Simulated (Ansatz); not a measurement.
`COC=C=N` + CH₄ → `CC=C=N` + CH₃OH at 400 K and 1 bar (formal exchange of groups at a C–O bond).

Gas-phase electronic energies from Ansatz, PBE0-D4/def2-TZVP geometries. CCSD(T)/CBS adds triple-zeta CCSD(T) − MP2 to the extrapolated MP2 energy (def2 sets, frozen cores). This one scheme is used for every species. One conformer a species, not always the lowest.

```tsv
species	CCSD(T)/CBS energy (Eh)	H − E (kJ/mol)	S (J/(mol·K))
`COC=C=N`	-246.94709	231.9	344.3
CH₄	-40.46206	131.3	197.2
`CC=C=N`	-171.81187	215.4	310.9
CH₃OH	-115.61712	151.2	252.6
```

H − E and S are ideal-gas, rigid-rotor, harmonic terms from PBE0-D4/def2-TZVP, for one conformer and one mirror image of each species. 1 Eh = 2625.50 kJ/mol, R = 8.31446 J/(mol·K).

Question: By hand: ΔE, ΔH, ΔS and ΔG.

Answer: ΔE = (-171.81187) + (-115.61712) − (-246.94709) − (-40.46206) = -0.01984 Eh = -52.1 kJ/mol. Δ(H − E) = 215.4 + 151.2 − 231.9 − 131.3 = 3.4, so ΔH = -48.7 kJ/mol. ΔS = 310.9 + 252.6 − 344.3 − 197.2 = 22.0 J/(mol·K). ΔG = -48.7 − 400 × (22.0)/1000 = -57.5 kJ/mol.

Question: By hand: the equilibrium constant, and the temperature at which ΔG would vanish if ΔH and ΔS stayed fixed.

Answer: log₁₀ K = −ΔG/(RT ln 10) = 7.5. ΔH and −TΔS have one sign here, so there is no such temperature.

ΔH outweighs TΔS. A doubt of 5 kJ/mol in ΔE shifts log₁₀ K by 0.7 here. Other conformers and mirror images would add mixing entropy, several J/(mol·K) or more a flexible species. These are equilibria of isolated gas molecules and say nothing of rates. Largest T1 diagnostic: 0.014 (customary marks: 0.02 for closed shells, 0.045 for open ones).
